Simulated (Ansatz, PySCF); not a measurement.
Molecule: C2H5O, charge 0, multiplicity 2. It need not be the lowest isomer of its formula. 
Coordinates optimised at B3LYP-D3(BJ)/def2-TZVP (Ansatz, a first-principles code):
```
O
C 1 1.3519
H 2 1.0790 1 114.02
H 2 1.0842 3 121.78 1 -153.23
C 1 1.4201 2 115.23 3 -176.73
H 5 1.0876 1 107.01 2 177.56
H 5 1.0936 6 109.69 1 -120.06
H 5 1.0948 6 109.52 7 -119.96
```
Charge 0, spin multiplicity 2.

Total electronic energies in hartree. Correlated levels leave the core frozen unless marked. UHF or UKS for open shells. No spin-orbit coupling. Non-relativistic. CBS(X,Y): correlation extrapolated as X^-3; Hartree-Fock from the larger set. The bracket is a focal-point correction in the basis named.

```csv
level,program,energy (Eh)
HF/STO-3G,Ansatz,-151.49540
RI-HF/aug-cc-pVTZ,Ansatz,-153.50163
RI-HF/cc-pVQZ,Ansatz,-153.51037
BP86-D3(BJ)/def2-TZVPD,PySCF + dftd3,___
PBE0/6-31G*,Ansatz,-154.17788
PW6B95-D4/def2-TZVPD,PySCF + dftd4,-154.60863
LC-wPBE/def2-TZVPD,Ansatz,___
CCSD(T)/cc-pVDZ,Ansatz,-153.94833
"RI-MP2/CBS(cc-pVTZ,cc-pVQZ)+[CCSD(T)-MP2]/cc-pVTZ",Ansatz,-154.1936
```

**Question.** Complete the blanks.

**Answer.** 
- BP86-D3(BJ)/def2-TZVPD, energy (Eh): -154.43145
- LC-wPBE/def2-TZVPD, energy (Eh): -154.33382
